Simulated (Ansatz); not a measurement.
## How far each method lies from full CI for GeH2⁺, doublet

Geometry: a PBE0/def2-TZVP stationary point for this spin, not checked as a minimum.

```csv
atom,x (Å),y (Å),z (Å)
Ge,0.0000,-0.0207,0.0000
H,0.0000,0.7445,-1.3499
H,0.0000,0.7445,1.3499
```

Basis aug-cc-pVDZ; Ansatz 0.2.0. Correlated methods freeze the noble-gas cores and the filled d shells of p-block atoms, which leaves 5 electrons in 40 orbitals. R marks a restricted (for open shells ROHF) determinant, U an unrestricted one. Active spaces: pair = (3e, 3o) about the gap; valence = (5e, 6o) chosen from the atoms' valence shells. No spin–orbit coupling is included, and no scalar relativity.

Full CI is exact within this basis and frozen core; it isn't the basis-set limit. The frozen core follows each run's orbitals, which can shift R against U totals by a few meV for light atoms and by up to 0.1 eV past Ca.

For open shells CISD is restricted-active-space CI with the open shells as a complete middle space.

- UHF ⟨S²⟩: 0.758
- T1 diagnostic (RCCSD): 0.0209
- largest doubles amplitude (RCCSD): 0.054

```tsv
level	E − E(RHF) (eV)
RMP2	-1.7124
RCCSD	-2.2757
RCCSD(T)	-2.3161
```

Estimate how far full CI in aug-cc-pVDZ lies from RCCSD(T). The table doesn't fix it; the size of (T) and the diagnostics are the guide.

Full CI in aug-cc-pVDZ lies 15 meV below RCCSD(T), which is 36 % of the (T) step (-40 meV). The diagnostics give no warning, yet the rest is a sizeable part of (T).

The other levels:

| level | E − E(full CI) (meV) | share of correlation (%) | wall time |
| --- | --- | --- | --- |
| CISD | 104 | 95.54 | 0.72 s |
| BCCD(T) | 14 | 99.39 | 1.4 s |
| RCCSDT | 0 | 100.00 | – |
| RCCSDT(Q) | -1 | 100.02 | 8.5 s |
| CASSCF (pair space) | 1903 | 18.33 | – |
| NEVPT2 (pair space) | 587 | 74.81 | 1.5 s |
| MRCISD (pair space) | 72 | 96.90 | – |
| MRCISD+Q (pair space) | -17 | 100.73 | 1.5 s |
| CASSCF (valence space) | 1267 | 45.64 | – |
| NEVPT2 (valence space) | 383 | 83.56 | 1.2 s |
| MRCISD (valence space) | 33 | 98.57 | – |
| MRCISD+Q (valence space) | -1 | 100.06 | 1.6 s |

The correlation energy at full CI, counted from RHF, is -2.331 eV. That run took 13 s on 1 thread of Intel Xeon 6975P-C, shared host over 1,948,494 determinants.

Run but not shown, since their state or frozen core can't be matched to the reference's or they repeat it: UHF, UMP2, UCCSD, UCCSD(T), UCCSDT, UCCSDT(Q).

Times hold each run's SCF and search for its determinant on a shared host, so for small cases they say little of a method's own cost; they ran on 1 thread of Intel Xeon 6975P-C.

Not variational, and here over 5 meV under the exact energy: MRCISD+Q (pair space).

The full-CI state has the irrep A1 of C2v, in the program's axes.

Natural occupations of full CI about the gap: 1.954 1.941 0.991 0.030 0.022 0.020 0.008 0.008 0.006 0.004; effectively unpaired electrons, Σ n²(2−n)², 1.03.
